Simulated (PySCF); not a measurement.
Gas-phase reaction: 2 N2H2 + 4 SiH2F = SiF3NH2 + 3 HSiNH2 + HF

Energies from PySCF, thermal terms from the rigid-rotor harmonic-oscillator model, ideal gas at 1 bar. † marks an energy on the PBE0/def2-TZVP geometry and frequencies; other levels use their own. MP2 freezes the core. Open shells (unrestricted): SiH2F (multiplicity 2); the rest are closed-shell singlets. B3LYP is the form with VWN-RPA correlation. SiH2F, SiF3NH2, HSiNH2: computed as isolated molecules; such fragments, hydroxides, amides, oligomers or adducts are transient or little studied in the gas. MP2 isn't extrapolated to the basis-set limit; its ΔH°(298 K) is -855.6 kJ in def2-SVP and -925.6 kJ in def2-TZVPP. The harmonic model lacks anharmonicity and excited electronic states, which grow with temperature; levels with a mode under 35 cm⁻¹ are left out. Internal rotation in SiF3NH2, HSiNH2 is treated as a harmonic vibration of one conformer, which makes the entropy rough.

| level | ΔE electronic, kJ | ΔH°(298 K), kJ | ΔS°(298 K), J/K | ΔG°(1400 K), kJ |
|---|---|---|---|---|
| B3LYP/def2-TZVP† | -899 | -853 | -199 | -599 |
| BLYP/def2-TZVP† | -862 | -816 | -199 | -562 |
| HF/def2-TZVP† | -756 | -710 | -199 | -456 |
| MP2/def2-SVP† | -902 | -856 | -199 | -602 |
| MP2/def2-TZVPP† | -972 | -926 | -199 | -672 |
| PBE/def2-SVP | -862 | -817 | -196 | -568 |
| r2SCAN/def2-TZVP† | -884 | -838 | -199 | -585 |
| ωB97M-V/def2-TZVP† | -991 | -945 | -199 | -692 |
ΔH° is lowest at ωB97M-V/def2-TZVP† and highest at HF/def2-TZVP†. No reference value is set beside these.
